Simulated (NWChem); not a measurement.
**Correlation energy of fluorine (F$_{2}$)**

SMILES: FF
```xyz
2

F      0.0000     0.0000     0.6882
F      0.0000     0.0000    -0.6882
```
Charge 0, spin multiplicity 1.

All runs are NWChem calculations. The geometry was optimised at PBE0/def2-SVP, a minimum by its harmonic frequencies.

Basis set: cc-pVDZ. Each correlation energy counts from its own Hartree-Fock reference.

The correlated methods keep 2 core orbitals frozen. No row is a measurement; the coupled-cluster row has its own basis-set and correlation limits.

Problem. For the correlation energy, RI-MP2 gives -390.0 mHa and MP2 gives -390.0 mHa. What do SCS-MP2, CCSD, CCSD+T(CCSD) give?

Solution. SCS-MP2: -380.5 mHa; CCSD: -398.7 mHa; CCSD+T(CCSD): -407.4 mHa.
